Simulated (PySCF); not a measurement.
Species: (CH3)2PPF2, C2H6F2P2.
Structure used (GFN2-xTB), in Å, numbered top down from 1:
```
atom  x, y, z in Å
C1    -0.5540   -1.3373   -0.6928
P2    -0.1499   -0.3230    0.8076
C3     1.5521    0.2355    0.3230
P4    -1.1256    1.4997    0.0136
F5    -2.6445    1.1218    0.4423
F6    -0.8633    2.4494    1.3034
H7    -0.0028   -2.2740   -0.6378
H8    -0.2955   -0.8251   -1.6182
H9    -1.6175   -1.5688   -0.6931
H10    1.8664    1.0422    0.9827
H11    1.5948    0.5755   -0.7103
H12    2.2411   -0.5965    0.4535
```

Computed with PySCF 2.14.0, delta-SCF UKS SCAN, pcX-2 on the ionised atom, pcseg-1 elsewhere, spin-free X2C. Each 1s hole has a ground state of its own, since the core basis sits on the ionised atom alone.

```json
{"ionised atom": "C1", "basis functions": "153", "E(ground) (Eh)": "-963.86110", "E(ionised) (Eh)": "-953.17224"}
{"ionised atom": "F5", "basis functions": "153", "E(ground) (Eh)": "-963.91075", "E(ionised) (Eh)": "-938.46330"}
{"ionised atom": "P2", "basis functions": "164", "E(ground) (Eh)": "-963.94960", "E(ionised) (Eh)": "-884.94438"}
{"ionised atom": "P4", "basis functions": "164", "E(ground) (Eh)": "-963.96273", "E(ionised) (Eh)": "-884.84363"}
```

Turn these total energies into binding energies.

E(ionised) − E(ground), at 27.2114 eV a hartree:

```csv
atom,environment,difference (Eh),binding energy (eV)
C1,sp3 carbon bound to phosphorus,10.68886,290.86
F5,phosphorus-bound fluorine,25.44745,692.46
P2,three-coordinate phosphorus,79.00522,2149.84
P4,three-coordinate phosphorus,79.11910,2152.94
```

How much do the ground-state energies differ, and what would follow from using one of them for all holes?

They run from -963.9627 Eh (core basis on P4) to -963.8611 Eh (on C1), 0.1016 Eh or 2.76 eV apart, for one and the same state in different bases and grids. Pairing the ion of C1 with the ground state of P4 would put its binding energy 2.76 eV too high.

Only 1s holes are shown. Atoms equivalent by their bonding share one computed value, that of the first of them. Isolated species at its GFN2-xTB geometry (one conformer only).

Hardware: one thread, Arm Neoverse V2, shared host. Cost: 44 s wall.
